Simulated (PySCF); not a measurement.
How methods differ on the ionisation energy of B

B [He] 2s2 2p1 (2P) → B⁺ [He] 2s2 (1S), as a difference of total energies. Calculation: PySCF 2.14, in x2c-TZVPPall with one added diffuse shell each of s, p, d type (6s4p3d1f, 40 functions); scalar relativity by spin-free X2C-1e. Correlated levels: valence: 1s2 frozen. The calculations carry no spin-orbit coupling.

| method | ionisation energy (eV) |
| --- | --- |
| UHF | 8.040 |
| MP2 (valence) | 8.260 |
| SCS-MP2 (valence) | 8.229 |
| CCSD (valence) | 8.172 |
| CCSD(T) (valence) | 8.208 |
| CCSDT (valence) | 8.220 |

How much does correlation contribute at CCSD(T) (valence)?

8.208 − (8.040) = 0.168 eV, measured against UHF.

Errors of the correlated levels include the incompleteness of this basis and the frozen core.

The coupled-cluster amplitudes are large for B⁺ (T1 above 0.03 or a double amplitude above 0.15), so a single reference is strained.

For comparison: 8.297 eV (measured; NIST levels, between the centres of gravity of the two terms).
